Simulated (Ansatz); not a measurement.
A made-up structure of CH₂FMg (charge +1), singlet:

```xyz
5
angstrom
F 1.0543 -0.3680 -1.5996
C -0.3207 -0.8723 0.3110
Mg 0.5386 1.1456 -0.3817
H 0.1539 -1.7423 0.8028
H 1.1714 2.5994 -0.8774
```

It is relaxed with PBE-D4/def2-SVP and then PBE0-D4/def2-TZVP (Ansatz 0.2.0). Atoms count as bonded within 1.22 times the sum of their covalent radii (H–H: 0.88 Å). The end point is not checked to be a true minimum.

Problem. Does its bonding change? (Judge from chemistry; the calculation decides.)

Solution. The calculation gives: Yes. Formed: F1–C2; broken: F1–Mg3.

Where it ends: The first stage lowers the energy by 4.03 eV in 14 steps. It ends as CH₂FMg ([F][CH][MgH]), total charge +1:
F1  (0.760, -1.608, -1.070)
C2  (0.359, -0.801, -0.189)
Mg3  (0.683, 1.460, -0.461)
H4  (-0.117, -1.382, 0.623)
H5  (0.912, 3.094, -0.647)
(Å)

Labels in which every atom is bracketed show which atoms are joined, not bond orders.

For scale, one of the runs: PBE0-D4/def2-TZVP relaxation, 106 basis functions, launched by `ansatz run in.yaml --threads 2 --pin off --events-out ev --progress --plain --max-ram 4352MiB`. The run took about 16 s on 2 CPU threads of an Intel Xeon Platinum 8259CL (shared host).
